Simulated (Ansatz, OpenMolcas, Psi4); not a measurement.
## [BF2]+ (SMILES F[B+]F): methods side by side

[BF2]+ has 3 atoms, charge +1, and is taken as a singlet. As SMILES, `F[B+]F`. The coordinates come from a PBE0-D4/def2-TZVP relaxation.

```xyz
3

F     0.3297    1.1405    0.3077
B     0.0000    0.0000    0.0000
F    -0.3297   -1.1405   -0.3077
```

Each level gives the HOMO–LUMO gap (eV). The values are calculated.

```csv
level,kind,program,value (eV),CPU time
HF/cc-pVTZ,Hartree–Fock,Psi4,23.52,20 s
SVWN5/cc-pVTZ,LDA,Psi4,11.13,11 s
BLYP/cc-pVTZ,GGA,Psi4,11.00,29 s
PBE/cc-pVTZ,GGA,Ansatz,11.12,1.9 s
TPSS/cc-pVTZ,meta-GGA,OpenMolcas,11.46,30 s
r2SCAN/cc-pVTZ,meta-GGA,OpenMolcas,12.26,27 s
B3LYP/cc-pVTZ,global hybrid,OpenMolcas,13.58,22 s
CAM-B3LYP/cc-pVTZ,range-separated hybrid,Ansatz,16.84,2.2 s
B2PLYP/cc-pVTZ,double hybrid,Ansatz,17.67,2.8 s
```

The values span 11.00 to 23.52 eV. Orbital gaps aren't excitation energies, and those of double hybrids come from the SCF part alone; they tend to grow with the share of exact exchange. Times are those of the runs behind each value, whatever else they computed, on shared processors of several kinds: orders of magnitude only.
